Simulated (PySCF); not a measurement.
**Energy of Ne (neon, neutral) between two integer charges**

The 2p beta orbital of [Ne] is emptied in steps (occupation f), with all orbitals relaxed, ending at [He] 2s2 2p5. All numbers are calculated (PySCF 2.14, the spin-free X2C one-electron Hamiltonian (Gaussian nucleus), in x2c-TZVPall). The exact energy is a straight line in f; departures are measured from the line between the end points of the same method.

Task: Among LDA, PBE, PBE0, r2SCAN, LC-wPBE, BHandHLYP, wB97X, MN15, M06-2X, which shows the largest delocalisation error (convex curve), and which is closest to linear?

Result: Most convex: LDA (-2.226 eV at f = 0.5); closest to linear: BHandHLYP (-0.688 eV).

| f | LDA (eV) | PBE (eV) | PBE0 (eV) | r2SCAN (eV) | LC-wPBE (eV) | BHandHLYP (eV) | wB97X (eV) | MN15 (eV) | M06-2X (eV) |
| --- | --- | --- | --- | --- | --- | --- | --- | --- | --- |
| 1 | 0.000 | 0.000 | 0.000 | 0.000 | 0.000 | 0.000 | 0.000 | 0.000 | 0.000 |
| 0.9 | -0.791 | -0.763 | -0.501 | -0.683 | -0.280 | -0.240 | -0.276 | -0.421 | -0.266 |
| 0.7 | -1.859 | -1.786 | -1.172 | -1.580 | -0.654 | -0.570 | -0.645 | -0.982 | -0.642 |
| 0.5 | -2.226 | -2.129 | -1.396 | -1.862 | -0.778 | -0.688 | -0.766 | -1.165 | -0.771 |
| 0.3 | -1.880 | -1.787 | -1.171 | -1.547 | -0.648 | -0.586 | -0.636 | -0.973 | -0.624 |
| 0.1 | -0.809 | -0.763 | -0.500 | -0.658 | -0.273 | -0.255 | -0.267 | -0.411 | -0.252 |
| 0 | 0.000 | 0.000 | 0.000 | 0.000 | 0.000 | 0.000 | 0.000 | 0.000 | 0.000 |

| method | E(f=0) − E(f=1) (eV) | −ε at f=1 (eV) | −ε at f=0.5 (eV) |
| --- | --- | --- | --- |
| LDA | 22.136 | 13.377 | 22.073 |
| PBE | 21.598 | 13.134 | 21.594 |
| PBE0 | 21.410 | 15.852 | 21.412 |
| r2SCAN | 21.449 | 13.842 | 21.555 |
| LC-wPBE | 21.713 | 18.610 | 21.732 |
| BHandHLYP | 21.241 | 18.593 | 21.193 |
| wB97X | 21.434 | 18.380 | 21.459 |
| MN15 | 21.630 | 16.954 | 21.656 |
| M06-2X | 21.463 | 18.576 | 21.512 |

Reference removal energy between the ground levels: 21.565 eV (measured; NIST Atomic Spectra Database, ionization energies). The calculation has no spin-orbit coupling.
